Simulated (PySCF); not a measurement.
These are ωB97X-D3(BJ)/def2-TZVP // B3LYP-D3(BJ)/def2-TZVP in PySCF 2.14.0 values and carry that method's errors. All species are isolated molecules in the gas phase. Delta-SCF ions had no search for a lower state. 

Reference species (SMILES): `FB(F)F` (neutral, multiplicity 1).

- S1 oscillator strength = 0.000
- vertical ionisation energy (Delta-SCF) = 15.61 eV

Changed species: `BrB(Br)Br` (3 of 3 F replaced by Br; the reference has 0 of 3 F replaced by Br).

Problem. Predict the effect on the S1 oscillator strength and vertical ionisation energy (Delta-SCF).

Solution. the S1 oscillator strength hardly moves; the vertical ionisation energy (Delta-SCF) falls by 4.75 eV, to 10.86 eV.
